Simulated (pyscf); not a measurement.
`[CH4]` + `[CH3][GaH2]` -> `[CH3][GaH][CH3]` + `[H][H]`, a four-centre exchange (singlet surface; C–H, Ga–H broken, C–Ga, H–H formed). Structures and frequencies: ωB97X-D3(BJ)/def2-SVP in PySCF. Energies in eV from the separated reactants.

Small-basis levels: PySCF, no dispersion term, spherical d functions. AM1 to PM7: differences of heats of formation from MOPAC, which are fitted to 298 K values and so differ in kind from electronic energies by zero-point and thermal terms. GFN2-xTB: tblite. Cost: rough CPU time at the saddle relative to B3LYP/6-31G*+LANL2DZ, from one job on a shared machine.

```json
[
 {"level": "SVWN5/6-31G*+LANL2DZ", "barrier": "1.23", "reaction energy": "+0.36", "cost": "0.9"},
 {"level": "PBE/6-31G*+LANL2DZ", "barrier": "1.63", "reaction energy": "+0.38", "cost": "1"},
 {"level": "B3LYP/3-21G", "barrier": "1.66", "reaction energy": "+0.07", "cost": "1"},
 {"level": "B3LYP/6-31G*+LANL2DZ", "barrier": "2.03", "reaction energy": "+0.45", "cost": "1"},
 {"level": "B3LYP/6-311+G**+LANL2DZ", "barrier": "1.88", "reaction energy": "+0.46", "cost": "2"},
 {"level": "PBE/def2-SVP", "barrier": "(withheld)", "reaction energy": "+0.42", "cost": "3"},
 {"level": "B3LYP/def2-SVP", "barrier": "(withheld)", "reaction energy": "+0.50", "cost": "2"},
 {"level": "GFN2-xTB", "barrier": "1.82", "reaction energy": "+0.97", "cost": "under 0.02"},
 {"level": "AM1", "barrier": "-0.23", "reaction energy": "-0.02", "cost": "under 0.02"},
 {"level": "PM3", "barrier": "0.41", "reaction energy": "-0.58", "cost": "under 0.02"},
 {"level": "PM6", "barrier": "1.78", "reaction energy": "-0.88", "cost": "under 0.02"},
 {"level": "PM7", "barrier": "2.14", "reaction energy": "-1.07", "cost": "under 0.02"},
 {"level": "ωB97M-D3(BJ)/def2-TZVP", "barrier": "(withheld)", "reaction energy": "+0.41", "cost": "–"}
]
```

**Question.** What belongs in the gaps?

**Answer.** 
- PBE/def2-SVP, barrier: 1.42
- B3LYP/def2-SVP, barrier: 1.81
- ωB97M-D3(BJ)/def2-TZVP, barrier: 1.76

Against the last row the barrier runs from -1.99 (AM1) to +0.38 eV (PM7). At AM1 this geometry lies under one side, so the entry may be no barrier of that level: it is a single point on another level's saddle. ωB97M-D3(BJ)/def2-TZVP has limits of its own. At the saddle there is also a short Ga–H contact that neither side keeps. This is the saddle that the search found; another between the same sides may lie lower. In the def2 sets elements up to Kr have no core potential.
